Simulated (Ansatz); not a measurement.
Si(NH2)H3 (SiNH₅). The state is a singlet with charge 0. Geometry PBE0-D4/def2-TZVP; atoms count from 1.

Cartesian coordinates in Å:
```
Si 0.148 0.515 0.385
N -0.094 -0.784 -0.717
H -0.868 -0.754 -1.361
H 0.084 -1.730 -0.421
H 0.078 1.784 -0.384
H 1.491 0.351 0.998
H -0.840 0.617 1.501
```

(1) Estimate the Mulliken populations from the PBE0/def2-TZVP orbitals of Ansatz.

(2) And the Mayer bond orders between bonded heavy atoms (over 0.3)?

## Answers

(1) 
```
atom  charge (e)
 Si1        0.28
  N2       -0.63
  H3        0.24
  H4        0.24
  H5       -0.03
  H6       -0.03
  H7       -0.05
```
Mulliken values and Mayer orders depend strongly on the basis.

(2) Si1–N2 1.15 (1.72 Å).
